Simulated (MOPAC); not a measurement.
MOPAC input (AM1):

```
AM1 1SCF CHARGE=1 GEO-OK AUX(PRECISION=9) THREADS=1
C2H3

C     0.66635149 1   -0.08229039 1    0.02948477 1
C    -0.57464739 1    0.07096549 1   -0.02542704 1
H     1.73846136 1   -0.21468951 1    0.07692356 1
H    -1.02215701 1    1.01799782 1   -0.36525859 1
H    -1.26652897 1   -0.73535889 1    0.26398866 1
```

### Question
What heat of formation does the run end on, and which ionisation energy by Koopmans theorem?

### Answer
263.02 kcal/mol; 18.97 eV.
